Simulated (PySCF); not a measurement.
# Sulfur: a sound run and one with changed settings

Sound run: S [Ne] 3s2 3p4, S⁺ [Ne] 3s2 3p3. Calculation: PySCF 2.14, in x2c-SVPall; the spin-free X2C one-electron Hamiltonian (Gaussian nucleus). In the sound run the correlated levels freeze [Ne]. The sound run starts from symmetry-adapted Hartree-Fock orbitals and uses a fine grid where one is needed.

Changed run: basis STO-3G, all-electron and non-relativistic. This setting is unsound on purpose.

```
species  method  sound run (hartree)  changed run (hartree)  converged
      S     UHF           -398.43483             -393.13022        yes
      S   B3LYP           -399.07189             -393.67264        yes
      S  r2SCAN           -399.02428             -393.65556        yes
      S     MP2           -398.51699             -393.13022        yes
     S⁺     UHF           -398.09772             -392.92422        yes
     S⁺   B3LYP           -398.68877             -393.40787        yes
     S⁺  r2SCAN           -398.64493             -393.39973        yes
     S⁺     MP2           -398.16608             -392.92422        yes
```

Ionisation energy of S:

```
 method  sound run (eV)  changed run (eV)
    UHF           9.173             5.606
  B3LYP          10.425             7.205
 r2SCAN          10.323             6.961
    MP2           9.549             5.606
SCS-MP2           9.589             5.606
```

A minimal basis cannot let orbitals breathe on ionisation and holds almost no correlation. The Hamiltonian changed with the basis, so the totals do not compare.

For comparison, NIST gives 10.360 eV between the lowest levels.
